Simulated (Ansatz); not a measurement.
The same path of C4H9N (14 atoms, charge 0, multiplicity 1) was run twice with different band settings. The coordinate that changes most is the dihedral H6–N1–C2–C3.

These are results of RKS PBE0-D4/def2-SVP (Ansatz), not measurements.

Relaxed end points:

```xyz
14
Properties=species:S:1:pos:R:3
N -0.076 0.916 1.980
C -0.087 1.064 0.539
C -0.477 -0.167 -0.249
C 0.544 -1.235 -0.516
C 0.037 -0.379 -1.640
H 0.514 0.126 2.238
H -1.009 0.681 2.314
H -0.764 1.896 0.280
H 0.917 1.387 0.211
H -1.499 -0.518 -0.055
H 1.566 -1.061 -0.163
H 0.233 -2.283 -0.478
H -0.626 -0.831 -2.382
H 0.714 0.377 -2.051
```

```xyz
14
Properties=species:S:1:pos:R:3
N -0.368 0.692 1.957
C -0.132 0.984 0.558
C -0.529 -0.185 -0.302
C 0.454 -1.294 -0.553
C 0.068 -0.361 -1.663
H -0.101 1.481 2.542
H 0.210 -0.095 2.248
H -0.744 1.860 0.279
H 0.919 1.255 0.309
H -1.574 -0.486 -0.175
H 1.458 -1.191 -0.130
H 0.085 -2.323 -0.582
H -0.570 -0.740 -2.465
H 0.810 0.373 -1.993
```

Common settings: movable images 5; spring 5.0 eV/Å²; start path through a guess of the saddle point; force threshold 0.05 eV/Å; iteration limit 60; end points relaxed.

| run | climbing image | optimiser |
| --- | --- | --- |
| 1 | yes | quadratic models (default) |
| 2 | from the first iteration | fire |

**Question.** What does each run give, and how far can it be trusted?

**Answer.** Run 1: converged after 6 iterations, highest image 0.148 eV above the first end. A vibrational analysis at the climbing image gives one clearly imaginary mode, 322i cm⁻¹: a first-order saddle point.
Run 2: converged after 37 iterations, highest image 0.154 eV above the first end. The order of the stationary point at the top wasn't checked.
